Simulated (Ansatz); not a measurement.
```yaml
crystal:
  periodic: [false, false, false]
  atoms:
    - {symbol: N, position_ang: [-1.048995, 0.962270, -0.710130]}
    - {symbol: C, position_ang: [-0.936409, -0.063282, 0.018719]}
    - {symbol: C, position_ang: [0.407170, -0.595116, 0.425932]}
    - {symbol: N, position_ang: [1.562665, 0.122906, -0.051457]}
    - {symbol: H, position_ang: [-2.027332, 1.181787, -0.888127]}
    - {symbol: H, position_ang: [-1.798729, -0.630009, 0.400154]}
    - {symbol: H, position_ang: [0.431183, -0.642858, 1.522495]}
    - {symbol: H, position_ang: [0.465457, -1.642378, 0.101502]}
    - {symbol: H, position_ang: [1.498241, 1.089556, 0.248069]}
    - {symbol: H, position_ang: [1.529946, 0.166023, -1.064056]}
basis:
  gaussian: {orbitals: STO-3G, fitting: {mean_field: def2-universal-jkfit}, point_charges: [{charge: 0.50, position_ang: [5.726, 0.931, 0.965]}]}
hamiltonian: {xc: {name: r2SCANh}, dispersion: d4}
```

```sh
$ ansatz run in.yaml --threads 2 --pin off --events-out ev --progress --plain --max-ram 4352MiB
```

It prints (some lines left out):

```
Functional definition: r2SCANh
412 factors; integrals over basis functions are off by at most 4.4e-3 eV
mean field evaluation 1: about -5080.5552 eV, gradient 2.4e1 eV
mean field evaluation 2: about -5076.8737 eV, gradient 4.4e1 eV
mean field evaluation 4: about -5082.2702 eV, gradient 8.1e-1 eV
mean field evaluation 8: about -5082.2820 eV, gradient 5.1e-3 eV
mean field -5082.28200163 eV, -186.7704186656 hartree, gradient 7.4e-6 eV, S^2 0.000000; 0 other end points of the search recorded, 0 dependent functions left out
reference -5082.28200675 eV, -186.7704188537 hartree; 16, 16 occupied and 10, 10 virtual orbitals, 412 factors
Total energy: -5082.32055128 eV, -186.7718353388 hartree
```

Run time 1 s (2 threads of an Arm Neoverse V1 on a shared host); peak host memory 0.41 GiB.
